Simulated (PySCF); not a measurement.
## Gas-phase XPS of `CC[S-]`, computed

Compound: C₂H₅S (charge -1).
Cartesian coordinates in Å at the GFN2-xTB level; atoms count from 1:
```xyz
8
C2H5S angstrom
C     -0.7988    0.0301   -0.0443
C      0.7127   -0.1672   -0.0089
S      1.5893    1.3323    0.4902
H     -1.1541    0.3249    0.9427
H     -1.0508    0.8265   -0.7442
H     -1.3174   -0.8868   -0.3490
H      1.0671   -0.4733   -1.0053
H      0.9610   -0.9772    0.6942
```

Level of theory: delta-SCF UKS SCAN, pcX-2 on the ionised atom, pcseg-1 elsewhere, spin-free X2C (PySCF 2.14.0). Binding energies are ΔSCF values: E(core-ionised, relaxed orbitals) − E(ground state) at a fixed geometry, referred to the vacuum level.

Problem. Give the core binding energies atom by atom.

Solution. 
```csv
atom(s),environment,level,binding energy (eV),above the level's lowest (eV),count
S3,thiolate sulfur,S 1s,2468.41,0.00,1
C1,methyl carbon,C 1s,285.76,+0.27,1
C2,sp3 carbon bound to sulfur,C 1s,285.49,0.00,1
```

The listed C 1s values span 0.27 eV, from C2 (bonded to S, C and 2 H) to C1 (bonded to C and 3 H). Summing the Pauling electronegativity differences to the bonded atoms, each weighted by its formal bond order, gives -0.67 for the lowest site and -1.05 for the highest; the largest sum, -0.67, belongs to C2, 0.27 eV below the top. The smallest sum, -1.05, belongs to C1, 0.27 eV above the lowest.

Problem. Express the binding energy of S 1s of S3 in atomic units and per mole.

Solution. 2468.41 eV = 90.7124 Eh = 238165 kJ/mol.

Problem. Which effective nuclear charge Zeff reproduces each element's mean 1s value in the hydrogen-like formula E = 13.606 eV × Zeff²?

Solution. C (Z = 6): mean 285.6 eV, Zeff = 4.58, Z − Zeff = 1.42; S (Z = 16): mean 2468.4 eV, Zeff = 13.47, Z − Zeff = 2.53. Means run over the listed sites, weighted by atom count.

Not every level is listed. The species carries charge -1, so core ionisation leaves a neutral species. The basis sets have no added diffuse functions. Geometry: GFN2-xTB; no solvent, vibrations or thermal averaging.
